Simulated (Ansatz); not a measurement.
Basis-set extrapolation for trimethylsilane, C₃H₁₀Si (PBE0-D4/def2-TZVP geometry, frozen core, Ansatz 0.2.0). Multiplicity 1, RHF reference.

```json
{"": "HF", "def2-TZVPP": "-408.447107", "def2-QZVPP": "-408.462068"}
{"": "MP2 correlation", "def2-TZVPP": "-0.670209", "def2-QZVPP": "-0.713081"}
{"": "CCSD(T) correlation", "def2-TZVPP": "-0.754539", "def2-QZVPP": "not run"}
```

Energies in hartree. Use E(X) = E(∞) + A·exp(−7.88·√X) for Hartree–Fock and E(X) = E(∞) + B·X^(−2.97) for correlation, with X = 3 and 4, and add CCSD(T) minus MP2 of the smaller set to the MP2 limit.

**Question.** What is the CCSD(T) energy at the basis-set limit?

**Answer.** HF limit: -408.462068 + (-0.014961) × 0.13774 = -408.46413. MP2 limit: -0.713081 + (-0.042872) × 0.74074 = -0.74484. Higher-order term: -0.754539 − (-0.670209) = -0.08433. Total: -409.29330 hartree, 2.49 eV below CCSD(T)/def2-TZVPP.
